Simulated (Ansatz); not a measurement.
We consider rutile SnO2, described by LDA (PAW; Ansatz, a quantum-chemistry and plane-wave program).

Run with plane-wave cutoff 520 eV, 8×8×10 k mesh (along the axes of the cell as run), Fermi–Dirac smearing 0.01 eV, scalar-relativistic PAW data made under PBE.

Shape and atoms are relaxed at each volume.

The direct gap at Γ against volume; x = 100 ln(V/11.860 Å³). One gap is withheld.

```
V (Å³/atom)      x  gap (eV)
-----------  -----  --------
11.386       -4.08     1.619
11.623       -2.02     1.383
11.860        0.00     1.161
12.097        1.98     0.955
12.334        3.92         ?
```

### Question
Fit a straight line to the rows shown, give the volume deformation potential and predict the withheld gap.

### Answer
Means of the 4 rows: x̄ = -1.030, ȳ = 1.2795 eV. Σ(x − x̄)(y − ȳ) = -2.2367 and Σ(x − x̄)² = 20.404, so the slope is -0.1096 eV per unit of x, and dE_g/d ln V = -11.0 eV. At x = 3.92: 1.2795 + (-0.1096) × (3.92 − (-1.030)) = 0.737 eV. The run gives 0.764 eV, 0.027 eV above the line, as the curve bends the same way over all rows.

Measured, for comparison: band gap 3.81 eV (zero-point renormalisation of 215 meV (computed, non-adiabatic AHC, without the lattice-expansion part) added back here to the 1.8 K gap of; inputs from Miglio et al. (2020), arXiv:2011.12765).

Spin–orbit coupling is not included.

Note: the bulk modulus comes from volumes at which shape and atoms were relaxed.
